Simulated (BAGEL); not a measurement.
# A workflow on SiNH5 (SMILES [SiH3]N)

Wanted: the energy (HF/def2-SVP), then a single-point energy (NEVPT2(2,2)/def2-SVP), then the energy (CASPT2(2,2)/def2-SVP) of SiNH5. 

The results are computed with BAGEL 1.2.2.

1 further run of the same task is left out (set aside as unsound or not needed).

## Step 1: The system as given

The species is SiNH5 (7 atoms), meant as a singlet with charge 0. SMILES: `[SiH3]N`. The Si1–N2 distance was set to 2.752 Å, away from the relaxed value. At this shape a bond of the SMILES string is far longer than usual.

Bond lengths: Si1–H3 1.486 Å, Si1–H4 1.486 Å, Si1–H5 1.494 Å, N2–H6 1.007 Å, N2–H7 1.007 Å. Angles: H3–Si1–H4 110.5°, H3–Si1–H5 107.3°, H4–Si1–H5 107.3°, H6–N2–H7 110.7°. A long bond or contact: Si1–N2 2.752 Å.

## Step 2: The energy at HF/def2-SVP (density fitting with svp-jkfit) (run 1)

File input.json:

```json
{ "bagel" : [

{
  "title" : "molecule",
  "basis" : "svp",
  "df_basis" : "svp-jkfit",
  "angstrom" : "true",
  "geometry" : [
    { "atom" : "Si", "xyz" : [   -1.027886,   -0.677531,   -1.156545 ] },
    { "atom" : "N", "xyz" : [    0.611760,    0.348670,    0.801280 ] },
    { "atom" : "H", "xyz" : [   -0.633196,   -2.091161,   -1.387525 ] },
    { "atom" : "H", "xyz" : [   -2.428046,   -0.601921,   -0.665255 ] },
    { "atom" : "H", "xyz" : [   -0.982806,    0.017899,   -2.478165 ] },
    { "atom" : "H", "xyz" : [    0.391580,    1.238230,    1.219480 ] },
    { "atom" : "H", "xyz" : [    1.609100,    0.226510,    0.729930 ] }
  ]
},
{ "title" : "hf" },
{ "title" : "print", "file" : "orbitals.molden", "orbitals" : "true" }

]}
```

Command:

```
$ BAGEL_NUM_THREADS=1 BAGEL input.json > input.out
```

Standard output:

```text
* using 1 threads per process

  ===============================================================
  ===============================================================

  *** Geometry ***

  { "atom" : "Si", "xyz" : [     -1.942423,     -1.280348,     -2.185553 ] },
  { "atom" : "N", "xyz" : [      1.156059,      0.658891,      1.514200 ] },
  { "atom" : "H", "xyz" : [     -1.196567,     -3.951722,     -2.622042 ] },
  { "atom" : "H", "xyz" : [     -4.588342,     -1.137466,     -1.257150 ] },
  { "atom" : "H", "xyz" : [     -1.857234,      0.033824,     -4.683053 ] },
  { "atom" : "H", "xyz" : [      0.739979,      2.339916,      2.304483 ] },
  { "atom" : "H", "xyz" : [      3.040758,      0.428042,      1.379368 ] },

  Number of auxiliary basis functions:      295

  Since a DF basis is specified, we compute 2- and 3-index integrals:
    o Being stored without compression. Storage requirement is 0.008 GB

  Number of basis functions:       57
  Number of electrons      :       26

    * METHOD: MOLECULE                             0.07

  *** RHF ***

  === Nuclear Repulsion ===
    50.4060311634

      * DIIS with orbital gradients will be used.

  === RHF iteration (svp) ===
      0       -345.76606839          0.02961777           0.01
      1       -345.82434193          0.02852587           0.01
      2       -346.00835935          0.00227011           0.01
      3       -346.01113001          0.00061895           0.01
      4       -346.01144175          0.00026046           0.01
      5       -346.01149761          0.00007774           0.01
      6       -346.01150216          0.00001238           0.01
      7       -346.01150229          0.00000437           0.01
      8       -346.01150232          0.00000248           0.01
      9       -346.01150234          0.00000119           0.01
     10       -346.01150234          0.00000043           0.01
     11       -346.01150234          0.00000019           0.01
     12       -346.01150234          0.00000005           0.01
     13       -346.01150234          0.00000001           0.01
    * SCF iteration converged.

    * Permanent dipole moment:
           (    0.399812,     0.093907,     0.800628) a.u.

    * METHOD: HF                                   0.24

    * METHOD: PRINT                                0.01

  ===============================================================
```

It took 0.44 s on 1 thread of Arm Neoverse V1, shared host; peak memory 0.14 GiB.

## Step 3: The energy at NEVPT2(2,2)/def2-SVP (density fitting with svp-jkfit) (run 2)

File input.json:

```json
{ "bagel": [

{
  "title": "molecule",
  "basis": "svp",
  "df_basis": "svp-jkfit",
  "angstrom": "true",
  "geometry": [
    { "atom": "Si", "xyz": [      -1.027886,      -0.677531,      -1.156545 ] },
    { "atom": "N", "xyz": [       0.611760,       0.348670,       0.801280 ] },
    { "atom": "H", "xyz": [      -0.633196,      -2.091161,      -1.387525 ] },
    { "atom": "H", "xyz": [      -2.428046,      -0.601921,      -0.665255 ] },
    { "atom": "H", "xyz": [      -0.982806,       0.017899,      -2.478165 ] },
    { "atom": "H", "xyz": [       0.391580,       1.238230,       1.219480 ] },
    { "atom": "H", "xyz": [       1.609100,       0.226510,       0.729930 ] }
  ]
},

{ "title": "hf", "charge": 0 },

{ "title": "casscf", "nstate": 1, "nact": 2, "nclosed": 12, "charge": 0, "active": [12, 14], "maxiter": 200, "natocc": "true" },

{
  "title": "nevpt2",
  "nstate": 1,
  "nact": 2,
  "nclosed": 12,
  "charge": 0,
  "active": [12, 14],
  "maxiter": 200,
  "natocc": "true",
  "ncore": 6
},

{ "title": "print", "file": "orbitals.molden", "orbitals": "true" }

]}
```

Command:

```
$ BAGEL_NUM_THREADS=1 BAGEL input.json > input.out
```

Standard output:

```text
* using 1 threads per process

  ===============================================================
  ===============================================================

  *** Geometry ***

  { "atom" : "Si", "xyz" : [     -1.942423,     -1.280348,     -2.185553 ] },
  { "atom" : "N", "xyz" : [      1.156059,      0.658891,      1.514200 ] },
  { "atom" : "H", "xyz" : [     -1.196567,     -3.951722,     -2.622042 ] },
  { "atom" : "H", "xyz" : [     -4.588342,     -1.137466,     -1.257150 ] },
  { "atom" : "H", "xyz" : [     -1.857234,      0.033824,     -4.683053 ] },
  { "atom" : "H", "xyz" : [      0.739979,      2.339916,      2.304483 ] },
  { "atom" : "H", "xyz" : [      3.040758,      0.428042,      1.379368 ] },

  Number of auxiliary basis functions:      295

  Since a DF basis is specified, we compute 2- and 3-index integrals:
    o Being stored without compression. Storage requirement is 0.008 GB

  Number of basis functions:       57
  Number of electrons      :       26

    * METHOD: MOLECULE                             0.07

  *** RHF ***

  === Nuclear Repulsion ===
    50.4060311634

      * DIIS with orbital gradients will be used.

  === RHF iteration (svp) ===
      0       -345.76606839          0.02961777           0.01
      1       -345.82434193          0.02852587           0.01
      2       -346.00835935          0.00227011           0.01
[... 10 lines of this table left out ...]
     13       -346.01150234          0.00000001           0.01
    * SCF iteration converged.

    * Permanent dipole moment:
           (    0.399812,     0.093907,     0.800628) a.u.

    * METHOD: HF                                   0.23

  ---------------------------
      CASSCF calculation
  ---------------------------

    ==== Active orbitals : =====
         Orbital 12
         Orbital 14
    ============================

    * nstate   :      1
    * nclosed  :     12
    * nact     :      2
    * nvirt    :     43
  === CASSCF iteration (svp) ===

    * Using the second-order algorithm

      0  0      -346.01618716     2.43e-03      0.01

      1  0      -346.03649235     2.85e-03      0.07
[... 47 lines of this table left out ...]
     25  0      -346.06139279     8.65e-09      0.06

    * Second-order optimization converged. *

     guess   0:   closed 1.                   open ..

  === FCI iteration ===

      0  0      -346.00315014     7.95e-02      0.00
      1  0      -346.05738004     1.88e-02      0.00
      2  0 *    -346.06139279     4.00e-16      0.00

     * ci vector, state   0, <S^2> = 0.0000
       2.     0.9377153066
       .2    -0.3474046686

    * METHOD: CASSCF                               1.74

    * freezing 6 orbitals

  === DF-NEVPT2 calculation ===

    * 3-index integral transformation done
    * assembly done

      NEVPT2 correlation energy:   -0.2517144405      0.04

          (+0)     -0.1752232650
          (+0)'    -0.0211369821
          (+1)     -0.0107022548
          (+1)'    -0.0000000000
          (+2)     -0.0004514599
          (-1)     -0.0422159007
          (-1)'     0.0000000000
          (-2)     -0.0019845780

      NEVPT2 total energy:       -346.3131072275

    * METHOD: NEVPT2                               0.07

    * METHOD: PRINT                                0.01

  ===============================================================
```

Wall time 2.2 s (1 thread of Arm Neoverse V1, shared host); peak memory 0.14 GiB.

## Step 4: A single-point energy at CASPT2(2,2)/def2-SVP (density fitting with svp-jkfit) (run 3)

File job.json:

```json
{ "bagel": [

{
  "title": "molecule",
  "basis": "svp",
  "df_basis": "svp-jkfit",
  "angstrom": true,
  "geometry": [
    { "atom": "Si", "xyz": [   -1.027886,   -0.677531,   -1.156545 ] },
    { "atom": "N", "xyz": [    0.611760,    0.348670,    0.801280 ] },
    { "atom": "H", "xyz": [   -0.633196,   -2.091161,   -1.387525 ] },
    { "atom": "H", "xyz": [   -2.428046,   -0.601921,   -0.665255 ] },
    { "atom": "H", "xyz": [   -0.982806,    0.017899,   -2.478165 ] },
    { "atom": "H", "xyz": [    0.391580,    1.238230,    1.219480 ] },
    { "atom": "H", "xyz": [    1.609100,    0.226510,    0.729930 ] }
  ]
},
{
  "title": "hf"
},
{
  "title": "casscf",
  "nstate": 1,
  "nact": 2,
  "nclosed": 12,
  "nspin": 0,
  "active": [12, 14],
  "maxiter": 200,
  "natocc": true
},
{
  "title": "print",
  "file": "orbitals.molden",
  "orbitals": true
},
{
  "title": "smith",
  "method": "caspt2",
  "ms": true,
  "xms": true,
  "sssr": true,
  "shift": 0.2,
  "shift_imag": true,
  "ncore": 6
}

]}
```

Command:

```
$ BAGEL_NUM_THREADS=1 BAGEL job.json > job.out
```

Standard output:

```text
* using 1 threads per process

  ===============================================================
  ===============================================================

  *** Geometry ***

  { "atom" : "Si", "xyz" : [     -1.942423,     -1.280348,     -2.185553 ] },
  { "atom" : "N", "xyz" : [      1.156059,      0.658891,      1.514200 ] },
  { "atom" : "H", "xyz" : [     -1.196567,     -3.951722,     -2.622042 ] },
  { "atom" : "H", "xyz" : [     -4.588342,     -1.137466,     -1.257150 ] },
  { "atom" : "H", "xyz" : [     -1.857234,      0.033824,     -4.683053 ] },
  { "atom" : "H", "xyz" : [      0.739979,      2.339916,      2.304483 ] },
  { "atom" : "H", "xyz" : [      3.040758,      0.428042,      1.379368 ] },

  Number of auxiliary basis functions:      295

  Since a DF basis is specified, we compute 2- and 3-index integrals:
    o Being stored without compression. Storage requirement is 0.008 GB

  Number of basis functions:       57
  Number of electrons      :       26

    * METHOD: MOLECULE                             0.07

  *** RHF ***

[... 11 lines left out ...]
    * SCF iteration converged.
[... 1 line left out ...]
    * Permanent dipole moment:
[... 27 lines left out ...]
    * Second-order optimization converged. *
[... 9 lines left out ...]
     * ci vector, state   0, <S^2> = 0.0000
[... 16 lines left out ...]
    * Zeroth order energy : state  0       -0.5506364365
[... 3 lines left out ...]
      -------------------------------------------  CASPT2 iteration  ---------------------------------------------------
       #      aibj      arbs      arbi      airj      risj      airs      arst      rist         Etot      error   time
      ------------------------------------------------------------------------------------------------------------------

       0  -0.17468  -0.00243  -0.04380  -0.01138  -0.00065  -0.02016  -0.00000  -0.00000   -0.2531050  0.0016186   0.02
       1  -0.17475  -0.00244  -0.04393  -0.01145  -0.00067  -0.02039  -0.00000  -0.00000   -0.2536290  0.0002068   0.02
       2  -0.17475  -0.00244  -0.04392  -0.01145  -0.00067  -0.02040  -0.00000  -0.00000   -0.2536391  0.0000375   0.02
       3  -0.17475  -0.00244  -0.04392  -0.01145  -0.00067  -0.02040  -0.00000  -0.00000   -0.2536394  0.0000072   0.02
       4  -0.17475  -0.00244  -0.04392  -0.01145  -0.00067  -0.02040   0.00000  -0.00000   -0.2536394  0.0000012   0.02
       5  -0.17475  -0.00244  -0.04392  -0.01145  -0.00067  -0.02040  -0.00000  -0.00000   -0.2536394  0.0000002   0.02

      ------------------------------------------------------------------------------------------------------------------

    * CASPT2 energy : state  0     -346.3166392188
        w/o shift correction       -346.3150321845
        reference weight              0.9162945044

    * METHOD: SMITH                                0.16

  ===============================================================
```

Wall time 2.4 s (1 thread of Arm Neoverse V1, shared host); peak memory 0.14 GiB.

## Step 5: What came out

| quantity | value |
| --- | --- |
| run 1, HF/def2-SVP: total energy | -346.01150 Eh |
| run 1, HF/def2-SVP: dipole moment | 2.29 D |
| run 1, HF/def2-SVP: HOMO energy | -8.85 eV |
| run 1, HF/def2-SVP: LUMO energy | 1.04 eV |
| run 1, HF/def2-SVP: HOMO–LUMO gap | 9.89 eV |
| run 2, NEVPT2(2,2)/def2-SVP: total energy | -346.31311 Eh |
| run 3, CASPT2(2,2)/def2-SVP: total energy | -346.31664 Eh |

**Reading.** One bond (run 1, HF/def2-SVP) is far stretched, which a spin-restricted single reference describes badly; a broken-symmetry solution may lie lower.
